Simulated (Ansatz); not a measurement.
`C[C@@H]1O[C@H]1F` and `F[C@@H]1O[C@H]1F` differ in one atom or group.

Ansatz, PBE0-D4/def2-TZVP geometries, multiplicity 1. 

| property | `C[C@@H]1O[C@H]1F` |
| --- | --- |
| HOMO energy (PBE/def2-TZVPP) / eV | -6.88 |
| LUMO energy (PBE0/def2-TZVPP) / eV | 1.43 |
| ideal-gas entropy at 298 K and 1 bar (rigid rotor, harmonic PBE0-D4/def2-TZVP) / J/(mol·K) | 299 |
| HOMO energy (B3LYP/def2-TZVPP) / eV | -8.29 |
| HOMO energy (PBE0/def2-TZVPP) / eV | -8.53 |
| LUMO energy (ωB97M-V/def2-TZVPP) / eV | 2.82 |

Q: What does the change do to each property? (Estimate.)

A: Ansatz gave: 
| property | `F[C@@H]1O[C@H]1F` | shift |
| --- | --- | --- |
| HOMO energy (PBE/def2-TZVPP) / eV | -7.55 | -0.67 |
| LUMO energy (PBE0/def2-TZVPP) / eV | 1.74 | 0.31 |
| ideal-gas entropy at 298 K and 1 bar (rigid rotor, harmonic PBE0-D4/def2-TZVP) / J/(mol·K) | 280 | -19 |
| HOMO energy (B3LYP/def2-TZVPP) / eV | -8.97 | -0.68 |
| HOMO energy (PBE0/def2-TZVPP) / eV | -9.18 | -0.65 |
| LUMO energy (ωB97M-V/def2-TZVPP) / eV | 3.35 | 0.53 |

With PBE0 the HOMO falls by 0.65 eV and the LUMO rises by 0.31 eV, so the gap widens by about 0.96 eV. PBE moves the HOMO by -0.67 eV and ωB97M-V by -0.63 eV. The zero-point energy changes by -93.0 kJ/mol with -9 modes.

B3LYP here is the variant with VWN-RPA as its local correlation; programs differ in this.
